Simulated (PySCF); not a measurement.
Stepwise substitution at one centre (C Cl-H). Gas-phase values, no solvent. Strings in code marks are SMILES.

Level of theory: PBE0-D4/def2-TZVP run with PySCF 2.14.0. Delta-SCF ions had no search for a lower state. Excitations are Tamm–Dancoff values on a coarser integration grid. The basis has no diffuse functions, so Rydberg states are missing or too high.

```json
[
 {"species": "0 of 4 Cl replaced by H (`ClC(Cl)(Cl)Cl`)", "S1 oscillator strength": "0.000", "vertical ionisation energy (Delta-SCF) (eV)": "11.17", "T1 excitation (TDA) (eV)": "5.46", "S1–T1 gap (TDA) (eV)": "0.61", "LUMO (eV)": "-1.45"},
 {"species": "1 of 4 Cl replaced by H (`ClC(Cl)Cl`)", "S1 oscillator strength": "0.000", "vertical ionisation energy (Delta-SCF) (eV)": "___", "T1 excitation (TDA) (eV)": "5.83", "S1–T1 gap (TDA) (eV)": "___", "LUMO (eV)": "-0.76"},
 {"species": "2 of 4 Cl replaced by H (`ClCCl`)", "S1 oscillator strength": "0.001", "vertical ionisation energy (Delta-SCF) (eV)": "11.07", "T1 excitation (TDA) (eV)": "6.31", "S1–T1 gap (TDA) (eV)": "0.71", "LUMO (eV)": "0.02"},
 {"species": "3 of 4 Cl replaced by H (`CCl`)", "S1 oscillator strength": "0.004", "vertical ionisation energy (Delta-SCF) (eV)": "11.22", "T1 excitation (TDA) (eV)": "___", "S1–T1 gap (TDA) (eV)": "___", "LUMO (eV)": "0.85"},
 {"species": "4 of 4 Cl replaced by H (`C`)", "S1 oscillator strength": "–", "vertical ionisation energy (Delta-SCF) (eV)": "14.09", "T1 excitation (TDA) (eV)": "–", "S1–T1 gap (TDA) (eV)": "–", "LUMO (eV)": "___"}
]
```

Question: Some entries are withheld; supply them.

Answer: 
- 1 of 4 Cl replaced by H (`ClC(Cl)Cl`), vertical ionisation energy (Delta-SCF) (eV): 11.09
- 1 of 4 Cl replaced by H (`ClC(Cl)Cl`), S1–T1 gap (TDA) (eV): 0.66
- 3 of 4 Cl replaced by H (`CCl`), T1 excitation (TDA) (eV): 6.67
- 3 of 4 Cl replaced by H (`CCl`), S1–T1 gap (TDA) (eV): 0.88
- 4 of 4 Cl replaced by H (`C`), LUMO (eV): 1.69
